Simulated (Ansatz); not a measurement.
We consider tetragonal perovskite BaTiO₃ (room-temperature form, which distorts further on cooling), described by r²SCAN+SOC (plane waves, PAW; Ansatz, a quantum-chemistry and plane-wave program).

Numerical settings: plane-wave cutoff 560 eV, 8×8×8 k mesh, Fermi–Dirac smearing 0.01 eV, PAW data made under PBE.

Shape and atoms are relaxed at each volume.

Pressure at four volumes; x = ln(V/12.979 Å³). One pressure is withheld.

| V (Å³/atom) | x | P (GPa) |
|---|---|---|
| 12.460 | -0.0408 | ? |
| 12.719 | -0.0202 | 2.54 |
| 12.979 | 0.0000 | 0.01 |
| 13.498 | 0.0392 | -3.65 |

**Question.** Pass a parabola P(x) through the three rows shown, estimate the bulk modulus and its pressure derivative near zero pressure, and predict the withheld pressure.

**Answer.** Slopes between the rows: (0.01 − (2.54))/(0.0000 − (-0.0202)) = -125.25 and (-3.65 − (0.01))/(0.0392 − (0.0000)) = -93.37 GPa. Their difference over the span 0.0594 is c = 31.88/0.0594 = 536.7 GPa, so P(x) = 2.54 + (-125.25)(x − (-0.0202)) + 536.7 (x − (-0.0202))(x − (0.0000)). At the middle row B = −dP/dx = −[-125.25 + 536.7 × 0.0202] = 114.4 GPa, and B′ = dB/dP = 2c/B = 9.4. At x = -0.0408 the parabola gives 5.57 GPa; the run gives 5.61 GPa. The Birch–Murnaghan fit to the energies at all volumes has B0 = 113 GPa and B′ = 9.7.

Note: the relaxation could not lower the start's symmetry, so the cell can be a saddle point above a distorted one; the bulk modulus comes from volumes at which shape and atoms were relaxed.
